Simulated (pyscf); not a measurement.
Single points on ωB97X-D3(BJ)/def2-SVP structures (PySCF, gas phase). Correlated levels are frozen-core, on RHF or UHF. ΔMP2 is the change of the MP2 total energy from the triple- to the quadruple-zeta basis.

SMILES: [SeH][GaH2]
```xyz
5

Ga    -1.4406    -0.5515    -0.5068
Se    -1.0188     0.5336     1.4841
H     -0.7225    -1.9086    -0.7788
H     -2.4396     0.1660    -1.4653
H     -0.0890    -0.4919     1.9671
```

Task: What are the homolytic bond dissociation enthalpies (298 K) of H₂Ga–SeH at CCSD(T)/def2-TZVPP + ΔMP2(QZVPP), weakest first?

Result: H–Se to H₂Ga–Se• + H•: 336.6 kJ/mol; Ga–H to [HGa–SeH]• + H•: 343.5 kJ/mol; Ga–Se to GaH₂• + SeH•: 356.0 kJ/mol. Ring and multiple bonds, and those that leave no two simple radicals, are not listed. The radicals are drawn with the spin at the cut bond; how far it spreads was not checked. Other isomers of [HGa–SeH]•, H₂Ga–Se• were not searched in full and may lie lower. The CCSD(T) − MP2 part came from Ansatz, without density fitting, on the same reference. The frozen core leaves the outer d or s,p core shells of the metals and heavy elements correlated in the MP2 and CC values, and def2-TZVPP describes them poorly, which can shift differences by a few kcal/mol. Left out: the spin-orbit lowering of SeH, which is large for Br, Se, Te and I. Elements up to Kr have no core potential and no relativistic terms here.
